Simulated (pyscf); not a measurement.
One four-centre exchange on the doublet surface with elements of a group swapped. ωB97M-D3(BJ)/def2-TZVP, eV, from the separated reactants. Single points on ωB97X-D3(BJ)/def2-SVP structures (PySCF, gas phase).

| step | barrier | reaction energy | imaginary mode (i cm⁻¹) |
|---|---|---|---|
| `[OH][Sn]([Cl])[Cl]` [doublet] + `[ClH]` → `[OH2]` + `[Cl][Sn]([Cl])[Cl]` [doublet] | -0.17 | -0.65 | 233 |
| `[FH]` + `[OH][Ge]([F])[F]` [doublet] → `[F][Ge]([F])[F]` [doublet] + `[OH2]` | 0.14 | -0.22 | 726 |
| `[ClH]` + `[OH][Si]([Cl])[Cl]` [doublet] → `[Cl][Si]([Cl])[Cl]` [doublet] + `[OH2]` | ? | ? | 828 |
| `[ClH]` + `[OH][Ge]([Cl])[Cl]` [doublet] → `[Cl][Ge]([Cl])[Cl]` [doublet] + `[OH2]` | 0.16 | -0.36 | 848 |
| `[FH]` + `[OH][Si]([F])[F]` [doublet] -> `[F][Si]([F])[F]` [doublet] + `[OH2]` | 0.43 | -0.35 | 813 |

**Question.** What belongs in the gaps?

**Answer.** 
- `[ClH]` + `[OH][Si]([Cl])[Cl]` [doublet] → `[Cl][Si]([Cl])[Cl]` [doublet] + `[OH2]`, barrier: 0.51
- `[ClH]` + `[OH][Si]([Cl])[Cl]` [doublet] → `[Cl][Si]([Cl])[Cl]` [doublet] + `[OH2]`, reaction energy: +0.06

Row 1: On the reactant side the descent ends in a complex, 0.30 eV under the separated species and 0.07 eV under the saddle at ωB97X-D3(BJ)/def2-TZVP. On the product side the descent ends in an adduct with a O–Sn contact, 0.43 eV under the separated species and 0.96 eV under the saddle at ωB97X-D3(BJ)/def2-TZVP. Row 2: On the reactant side the descent ends in a complex, 0.27 eV under the separated species and 0.42 eV under the saddle at ωB97X-D3(BJ)/def2-TZVP. On the product side the descent ends in a complex, 0.27 eV under the separated species and 0.63 eV under the saddle at ωB97X-D3(BJ)/def2-TZVP. Row 4: On the reactant side the descent ends in a complex, 0.20 eV under the separated species and 0.33 eV under the saddle at ωB97X-D3(BJ)/def2-TZVP. On the product side the descent ends in an adduct with a Ge–O contact, 0.07 eV under the separated species and 0.64 eV under the saddle at ωB97X-D3(BJ)/def2-TZVP. Row 5: On the reactant side the descent ends in a complex, 0.18 eV under the separated species and 0.65 eV under the saddle at ωB97X-D3(BJ)/def2-TZVP. Each row is the saddle that its search found. Elements up to Kr have no core potential and no relativistic terms here. Elements past Kr carry the def2 core potentials, without spin-orbit coupling.
